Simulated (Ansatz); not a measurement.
# CH₃Mg radical: one species, many methods

One table from this session's results is given with a row withheld; the runs are named, their logs left out.

Computed with Ansatz 0.2.0, Gaussian basis. Level: functionals in def2-TZVPP, the program's frozen cores in correlated methods.

Levels to be run: LDA (SPW92), PBE-D4, revPBE-D4, BLYP-D4, r2SCAN-D4, B97M-V, PBE0-D4, B3LYP-D4, r2SCANh-D4, r2SCAN0-D4, HSE06-D4, BHLYP-D4, CAM-B3LYP-D4, LC-ωPBE, ωB97X-V, ωB97M-V, B2PLYP, PBE-QIDH; CCSD(T)/def2-SVP; CCSD(T)/def2-TZVPP; MP2/def2-QZVPP; extrapolation to the limit; RPA on PBE.

### The relaxed structure

The geometry comes from an earlier relaxation with PBE0-D4 in a triple-zeta def2 set; it is a stationary point.

SMILES `[CH3][Mg]`, 5 atoms, charge 0, spin multiplicity 2.

Atoms are counted from 1 here; the program's logs count them from 0.

Bond lengths: C1–Mg2 2.116 Å, C1–H3 1.094 Å, C1–H4 1.094 Å, C1–H5 1.094 Å. Angles: Mg2–C1–H3 110.5°, Mg2–C1–H4 110.5°, Mg2–C1–H5 110.5°, H3–C1–H4 108.4°, H3–C1–H5 108.4°, H4–C1–H5 108.4°.

The first run:

in.yaml

```yaml
crystal:
  periodic: [false, false, false]
  atoms:
    - {symbol: C, position_ang: [0.094585, -0.156342, -0.108992]}
    - {symbol: Mg, position_ang: [-0.831344, 1.393941, 0.993731]}
    - {symbol: H, position_ang: [0.355501, -0.991194, 0.548617]}
    - {symbol: H, position_ang: [-0.578470, -0.526998, -0.888167]}
    - {symbol: H, position_ang: [1.009728, 0.206991, -0.586490]}
basis:
  gaussian: {orbitals: def2-TZVPP}
magnetization: {spin_polarized: true, initial_magnetization: 1}
hamiltonian: {xc: lda}
output: {orbitals: {seedname: orbitals}}
```

Among the steps run: LDA; PBE-D4 (GGA); revPBE-D4 (GGA); BLYP-D4 (GGA); r2SCAN-D4 (meta-GGA); B97M-V (meta-GGA); PBE0-D4 (hybrid); B3LYP-D4 (hybrid); r2SCANh-D4 (hybrid); r2SCAN0-D4 (hybrid); HSE06-D4 (hybrid); BHLYP-D4 (hybrid); CAM-B3LYP-D4 (range-separated); LC-ωPBE-D4 (range-separated; the results give it without D4); ωB97X-V (range-separated); ωB97M-V (range-separated); B2PLYP (double hybrid); PBE-QIDH (double hybrid).

One table of the session follows, with a row left open; its other results are not shown here.

It belongs to the step «Frontier levels by functional». 

```
  functional  HOMO (eV)  LUMO (eV)  gap (eV)
 LDA (SPW92)      -3.89      -2.96      0.93
      PBE-D4      -3.89      -2.72      1.16
   revPBE-D4      -3.87      -2.65      1.22
     BLYP-D4      -3.70      -2.75      0.94
   r2SCAN-D4      -4.10      -2.28      1.83
      B97M-V      -3.81      -3.19      0.62
     PBE0-D4      -4.73      -2.01      2.71
    B3LYP-D4      -4.52      -2.36      2.16
  r2SCANh-D4      -4.41      -2.08      2.33
  r2SCAN0-D4      -4.87      -1.80      3.07
    HSE06-D4      -4.34      -2.37      1.98
    BHLYP-D4          ?          ?         ?
CAM-B3LYP-D4      -5.78      -1.36      4.42
     LC-ωPBE      -6.96      -0.25      6.72
     ωB97X-V      -6.58      -0.38      6.20
     ωB97M-V      -6.21      -0.65      5.57
```

**Question.** Estimate the row for BHLYP-D4.

Worked estimate for «HOMO (eV)». Against the share of exact exchange, BLYP-D4 (0, -3.70), B3LYP-D4 (0.2, -4.52) give a slope of -4.10 per unit share; at 0.5 the line stands at -5.75.

As computed: HOMO (eV): -5.39; LUMO (eV): -1.49; gap (eV): 3.90. In «HOMO (eV)» the line misses by -0.36.
